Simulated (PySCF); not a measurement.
One of the candidates below gave these computed data.

All candidates are C6H12.

- Dipole: 0.09 D [PBE0/pcSseg-1]
- Rotational structure: rotational constants A, B, C: 6.145, 3.018, 2.289 GHz [GFN2-xTB]
- 13C NMR: chemical shifts (computed TMS as zero) by class: 38.0 (1 C), 37.4 (2 C), 30.4 (2 C), 23.6 (1 C) ppm [GIAO PBE0/pcSseg-1]
- 1H NMR: chemical shifts (computed TMS as zero) by class: 1.88 (1 H), 1.88 (2 H), 1.67 (2 H), 1.62 (2 H), 1.09 (3 H), 1.03 (2 H) ppm [GIAO PBE0/pcSseg-1]

Electronic properties: PySCF, gas phase, density fitting. Levels stand in brackets. Geometry: GFN2-xTB, one conformer, isolated molecule. NMR values are class means; diastereotopic atoms form classes of their own.

Question: Which candidate is it?
A. `CC/C=C/CC`
B. `CCC=C(C)C`
C. `C1CCCCC1`
D. `CC1CCCC1`

Answer: D. It is `CC1CCCC1`. Numbering: `[CH3:1][CH:2]1[CH2:3][CH2:4][CH2:5][CH2:6]1`. Its formula, C6H12, gives 1 degree of unsaturation: 1 ring and 0 π bonds in the structure found. 6 carbons fall into 4 classes; from least to most shielded: sp3 CH carbon [C2] (38.0 ppm), ring CH2 carbon [C3/C6] (37.4 ppm, 2 C, up to 6.2 ppm apart in this geometry), ring CH2 carbon [C4/C5] (30.4 ppm, 2 C, up to 2.9 ppm apart in this geometry), methyl carbon [C1] (23.6 ppm). Hydrogen classes from least to most shielded: 1 H on an sp3 CH carbon, C2 (1.88 ppm), 2 H on 2 ring CH2 carbons, C3/C6 (1.88 ppm), 2 H on 2 ring CH2 carbons, C4/C5 (1.67 ppm), 2 H on 2 ring CH2 carbons, C4/C5 (1.62 ppm), 3 H on a methyl carbon, C1 (1.09 ppm, a mean of values up to 0.7 ppm apart in this geometry), 2 H on 2 ring CH2 carbons, C3/C6 (1.03 ppm). The optimised geometry has point group C1 and is an asymmetric top.

The others, at the same levels:
- `CCC=C(C)C` fails: it has 6 carbon classes against 4; its computed 13C shifts are 138.1 (1 C), 134.2 (1 C), 29.1 (1 C), 26.4 (1 C), 19.0 (1 C), 17.4 (1 C) ppm, 1H shifts are 5.62 (1 H), 2.10 (2 H), 1.77 (3 H), 1.72 (3 H), 0.97 (3 H) ppm and rotational constant A is 6.418 GHz (against 6.145 GHz).
- `C1CCCCC1` fails: it has 1 carbon class against 4; its computed 13C shifts are 30.9 (6 C) ppm, 1H shifts are 1.47 (12 H) ppm and rotational constant A is 4.371 GHz (against 6.145 GHz).
- `CC/C=C/CC` fails: it has 3 carbon classes against 4; its computed 13C shifts are 140.1 (2 C), 32.3 (2 C), 17.7 (2 C) ppm, 1H shifts are 5.74 (2 H), 2.06 (4 H), 1.02 (6 H) ppm and rotational constant A is 9.243 GHz (against 6.145 GHz).

Each candidate is one conformer, not necessarily the lowest. The conformers computed, where there is a choice (atom-mapped SMILES and torsion angles):
- `[CH3:1][CH2:2][CH:3]=[C:4]([CH3:5])[CH3:6]`: C1–C2–C3–C4 -105°
- `[CH3:1][CH2:2]/[CH:3]=[CH:4]/[CH2:5][CH3:6]`: C1–C2–C3–C4 -118°, C3–C4–C5–C6 -118°

The conformers of `CC1CCCC1` aren't listed.
